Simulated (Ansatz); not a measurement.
Write a Python script for the Ansatz DFT code, driven from Python that makes a composite energy at a relaxed geometry of CH4BN, SMILES BN=C. Level of theory (for the species named): r2SCAN, def2-SVP basis, multiplicity 1.

```xyz
7

B    -0.9645    0.2307   -0.6380
N    -0.1342   -0.7374    0.0450
C     0.9264   -0.3976    0.6248
H    -1.9314   -0.0700   -1.1848
H    -0.7202    1.4147   -0.6870
H     1.5596   -1.1443    1.1231
H     1.3255    0.6360    0.6712
```

`ch4bn.py`:
```python
"""A composite energy for CH4BN: DFT geometry, MP2 basis limit, coupled-cluster correction."""

import itertools
import logging
import sys

import ansatz as az
from ase.data import atomic_numbers, covalent_radii
import numpy as np

logging.basicConfig(stream=sys.stdout, format="%(name)s: %(message)s")
logger = logging.getLogger("ch4bn")
logger.setLevel(logging.INFO)

GEOMETRY = """
B    -0.96450    0.23070   -0.63800
N    -0.13420   -0.73740    0.04500
C     0.92640   -0.39760    0.62480
H    -1.93140   -0.07000   -1.18480
H    -0.72020    1.41470   -0.68700
H     1.55960   -1.14430    1.12310
H     1.32550    0.63600    0.67120
"""

molecule = az.Crystal.molecule()
for line in GEOMETRY.strip().splitlines():
    symbol, *xyz = line.split()
    molecule = molecule.atom(symbol, [float(v) for v in xyz])

setup = molecule.calculation()
setup = setup.basis(gaussian="def2-SVP")
setup = setup.functional("r2scan")
symbols = [site.symbol for site in molecule.cartesian_sites]
start = np.array([site.position_ang for site in molecule.cartesian_sites], dtype=float)
report = setup.relax(force_tolerance=0.01).run(threads=1, pin="off").report
end = np.array(report["positions_ang"])
# pairs closer than 1.2 times the sum of covalent radii, before or after
radius = [covalent_radii[atomic_numbers[s]] for s in symbols]
span = lambda where, i, j: np.linalg.norm(where[i] - where[j])
bonded = [(i, j) for i, j in itertools.combinations(range(len(symbols)), 2) if min(span(start, i, j), span(end, i, j)) < 1.2 * (radius[i] + radius[j])]
logger.info("pair        before    after (A)")
for i, j in bonded:
    print(f"{symbols[i]}{i}-{symbols[j]}{j}".ljust(10), f"{span(start, i, j):8.4f} {span(end, i, j):8.4f}")

minimum = az.Crystal.molecule()
for symbol, place in zip(symbols, end):
    minimum = minimum.atom(symbol, place.tolist())
at_minimum = minimum.calculation()
# MP2 extrapolated to the basis limit, plus the small-basis difference CCSD(T) - MP2
level = lambda method, basis: at_minimum.basis(gaussian=basis).correlation(method).run(threads=1, pin="off").report
small, large, cluster = level("mp2", "cc-pVDZ"), level("mp2", "cc-pVTZ"), level("ccsd_t", "cc-pVDZ")
corr = lambda each: (each["free_energy_ev"] - each["reference_energy_ev"]) / 27.211386246
mp2_limit = (27 * corr(large) - 8 * corr(small)) / 19
pieces = {"HF / cc-pVTZ": large["reference_energy_ev"] / 27.211386246, "MP2 correlation, DZ-TZ limit": mp2_limit, "CCSD(T) - MP2 / cc-pVDZ": corr(cluster) - corr(small)}
for name, value in pieces.items():
    logger.info(f"{name:32s} {value:14.6f} Ha")
logger.info(f"{'sum':32s} {sum(pieces.values()):14.6f} Ha")
print("T1 diagnostic", round(cluster["correlation"]["coupled_cluster"]["t1_diagnostic"], 4))
```

`python ch4bn.py` gives:
```text
ch4bn: pair        before    after (A)
B0-N1        1.4468   1.3558
B0-H3        1.1508   1.2099
B0-H4        1.2099   1.2099
N1-C2        1.2556   1.2501
C2-H5        1.0985   1.1051
C2-H6        1.1089   1.1051
ch4bn: HF / cc-pVTZ                        -119.359903 Ha
ch4bn: MP2 correlation, DZ-TZ limit          -0.504110 Ha
ch4bn: CCSD(T) - MP2 / cc-pVDZ               -0.048863 Ha
ch4bn: sum                                 -119.912877 Ha
T1 diagnostic 0.0173
```

Caveats:
- Total energies depend on the basis set; only differences at equal settings carry meaning.
- The sum leaves out core correlation, relativity, the Hartree-Fock basis error and zero-point energy; a DZ-TZ extrapolation is rough.
- Inner cores stay frozen, so this is valence correlation.
- An extrapolation from small basis sets is rough.
- Wall time of the script: 37 s on 1 thread of Arm Neoverse V2 (shared host), peak memory 0.27 GiB.
